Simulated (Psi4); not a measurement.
# SiF2 (SMILES F[Si]F): wB97M-V/def2-TZVP

What is the vertical singlet–triplet gap of SiF2 at wB97M-V/def2-TZVP? 

The results are computed with Psi4 1.11.

### Step 1. Starting point

The species is SiF2 (3 atoms), meant as a singlet with charge 0. As SMILES, `F[Si]F`. The shape is that of a PBE0-D4/def2-TZVP optimisation.

Bond lengths: F1–Si2 1.602 Å, Si2–F3 1.602 Å. Angles: F1–Si2–F3 100.6°.

### Step 2. The energy at wB97M-V/def2-TZVP

The input, run_ase.py:

```python
import numpy as np
from ase.calculators.psi4 import Psi4
from ase import Atoms

a = Atoms(['F', 'Si', 'F'], positions=[
    [0.166300, 1.246800, 0.229400],
    [-0.594900, -0.046400, -0.330100],
    [0.428600, -1.200400, 0.100700],
])
calc = Psi4(atoms=a, method='wb97m-v', basis='def2-TZVP', memory='1600MB', num_threads=1, charge=0, multiplicity=1, label='psi4-calc')
calc.psi4.set_options({'puream': True, 'e_convergence': 1e-09, 'd_convergence': 1e-08, 'scf_type': 'pk', 'dft_radial_points': 99, 'dft_spherical_points': 590})
a.calc = calc

print(f'energy: {a.get_potential_energy():.6f} eV')
```

Started as:

```sh
python run_ase.py
```

psi4-calc.dat:

```text
[...]
  Running in c1 symmetry.
[...]
  Nuclear repulsion =  100.658413605206448
[...]
  Multiplicity = 1
[...]
  Nalpha       = 16
  Nbeta        = 16
[...]
    Number of basis functions: 99
[...]
   @RKS iter   1:  -489.23892878532604   -6.85564e-01   5.35310e-03 DIIS/ADIIS
[...]
   @RKS iter  11:  -489.31954131182340   -2.78533e-12   2.00305e-09 DIIS
[...]
    Orbital Energies [Eh]
    ---------------------
    Doubly Occupied:
       1A    -66.478757     2A    -24.909180     3A    -24.909172
       4A     -5.504120     5A     -3.820085     6A     -3.817496
       7A     -3.814242     8A     -1.345795     9A     -1.324370
      10A     -0.682897    11A     -0.612742    12A     -0.587369
      13A     -0.583007    14A     -0.551543    15A     -0.534645
      16A     -0.385236
[...]
  @RKS Final Energy:  -489.31954131182340
   => Energetics <=
    Nuclear Repulsion Energy =            100.6584136052064480
    One-Electron Energy =                -880.4817960901822289
    Two-Electron Energy =                 321.8884530439790410
    DFT Exchange-Correlation Energy =     -31.5195456015703748
    Empirical Dispersion Energy =           0.0000000000000000
    VV10 Nonlocal Energy =                  0.1349337307437525
    Total Energy =                       -489.3195413118234001
[...]
 Multipole Moments:
 ------------------------------------------------------------------------------------
     Multipole            Electronic (a.u.)      Nuclear  (a.u.)        Total (a.u.)
 ------------------------------------------------------------------------------------
 L = 1.  Multiply by 2.5417464519 to convert [e a0] to [Debye]
 Dipole X            :          0.3152267           -0.7251565           -0.4099298
 Dipole Y            :          0.0245992           -0.0565595           -0.0319603
 Dipole Z            :          0.1749154           -0.4023771           -0.2274617
 Magnitude           :                                                    0.4698965
[...]
```

On the terminal:

```text
energy: -13315.062928 eV
```

It took 23 s on 1 thread of Intel Xeon 6975P-C (Granite Rapids), shared host; peak memory 0.83 GiB.

### Step 3. The triplet at the same level

The input, run.py:

```python
import psi4

psi4.set_memory('1600 MB')
psi4.set_num_threads(1)
psi4.set_output_file('output.dat', False)

m = psi4.geometry("""
0 3
F
Si 1 1.601509
F 2 1.601517 1 100.60967
units angstrom
symmetry c1
no_reorient
no_com
""")

options = {'reference': 'uks', 'puream': True, 'e_convergence': 1e-09, 'd_convergence': 1e-08, 'scf_type': 'pk', 'dft_radial_points': 99, 'dft_spherical_points': 590, 'maxiter': 200}
psi4.set_options(options)

e = psi4.energy("wb97m-v/def2-TZVP", molecule=m)
print('E =', round(e, 9))
```

Started as:

```sh
python run.py
```

output.dat:

```text
[...]
  Running in c1 symmetry.
[...]
  Nuclear repulsion =  100.658423604419227
[...]
  Multiplicity = 3
[...]
  Nalpha       = 17
  Nbeta        = 15
[...]
    Number of basis functions: 99
[...]
   @UKS iter   1:  -489.09998782291814   -5.46623e-01   5.30644e-03 DIIS/ADIIS
[...]
   @UKS iter  12:  -489.18632090583424   -2.10321e-12   1.87360e-09 DIIS
[...]
   @S^2 Observed:                2.001007769E+00
[...]
    Orbital Energies [Eh]
    ---------------------
    Alpha Occupied:
       1A    -66.502900     2A    -24.920495     3A    -24.920491
       4A     -5.529238     5A     -3.845803     6A     -3.845091
       7A     -3.842777     8A     -1.356539     9A     -1.335503
      10A     -0.700360    11A     -0.626433    12A     -0.599354
      13A     -0.594807    14A     -0.564912    15A     -0.543333
      16A     -0.446777    17A     -0.251260
    Alpha Virtual:
      18A      0.051969    19A      0.086540    20A      0.204486
      21A      0.224244    22A      0.255186    23A      0.264845
      24A      0.309168    25A      0.316863    26A      0.394312
[...]
  @UKS Final Energy:  -489.18632090583424
   => Energetics <=
    Nuclear Repulsion Energy =            100.6584236044192266
    One-Electron Energy =                -879.9853831542732223
    Two-Electron Energy =                 321.5094010177718928
    DFT Exchange-Correlation Energy =     -31.5035484647120789
    Empirical Dispersion Energy =           0.0000000000000000
    VV10 Nonlocal Energy =                  0.1347860909599348
    Total Energy =                       -489.1863209058342363
[...]
 Multipole Moments:
 ------------------------------------------------------------------------------------
     Multipole            Electronic (a.u.)      Nuclear  (a.u.)        Total (a.u.)
 ------------------------------------------------------------------------------------
 L = 1.  Multiply by 2.5417464519 to convert [e a0] to [Debye]
 Dipole X            :          0.0656228           -0.6396012           -0.5739784
 Dipole Y            :          0.0544841           -0.5309127           -0.4764287
 Dipole Z            :         -0.0000000            0.0000000           -0.0000000
 Magnitude           :                                                    0.7459461
[...]
```

Standard output:

```text
E = -489.186320906
```

It took 30 s on 1 thread of Intel Xeon 6975P-C (Granite Rapids), shared host; peak memory 0.8 GiB.

### Step 4. Summary of results

At wB97M-V/def2-TZVP:

| quantity | value |
| --- | --- |
| singlet: total energy | -489.31954 Eh |
| singlet: dipole moment | 1.19 D |
| singlet: HOMO energy | -10.48 eV |
| singlet: LUMO energy | -0.05 eV |
| singlet: HOMO–LUMO gap | 10.44 eV |
| triplet: total energy | -489.18632 Eh |
| triplet: dipole moment | 1.90 D |
| triplet: HOMO energy (highest over α and β) | -6.84 eV |
| triplet: LUMO energy (lowest over α and β) | -3.46 eV |
| triplet: ⟨S²⟩ | 2.001 |
| vertical energy of the triplet above the singlet | 3.625 eV |

At this shape the triplet lies 3.63 eV (84 kcal/mol) above the singlet.
